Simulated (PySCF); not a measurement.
A geometry optimisation on `CC#P` (C2H3P).

Method: PBE0-D3(BJ)/def2-SVP geometry optimisation, gas phase (PySCF 2.14.0). Start geometry: GFN2-xTB. A driver script takes a list of jobs; this job's settings line and coordinates (Å) are shown.

Command:
```bash
OMP_NUM_THREADS=1 python probes_run.py task.json out
```

Input:
```
{"job": {"xc": "PBE0", "basis": "def2-SVP", "d3": "d3bj", "grid": 1, "kind": "geom"}, "charge": 0, "multiplicity": 1}
C     -0.548257    -0.004433     0.002795
C      0.892016     0.008064    -0.013961
P      2.443388     0.021999    -0.031990
H     -0.933402    -0.542306    -0.865802
H     -0.913206    -0.496836     0.906405
H     -0.937416     1.015502    -0.019022
```

Output:
```
step   0  E = -418.93108521  max force = 0.015514
step   1  E = -418.93150276  max force = 0.001435
step   2  E = -418.93150494  max force = 0.000076
optimisation converged
```

Energies in Eh; «max force» is the largest Cartesian gradient component in Eh/bohr.

Problem. Give the first gradient maximum in eV/Å.

Solution. With 1 Eh/bohr = 51.422 eV/Å, 0.798 eV/Å.

Problem. How much energy does the optimisation release, in eV?

Solution. E(step 0) − E(last step) = 0.000420 Eh, which is 0.011 eV.

In short: final energy -418.93150 Eh after 2 steps; dipole 1.71 D.

Hardware: one thread of an Arm Neoverse V1, no GPU (shared host). Cost: 2.9 s, 0.28 GiB resident at most.
Labels such as C1 count atoms from 1, the log's own numbers from 0.
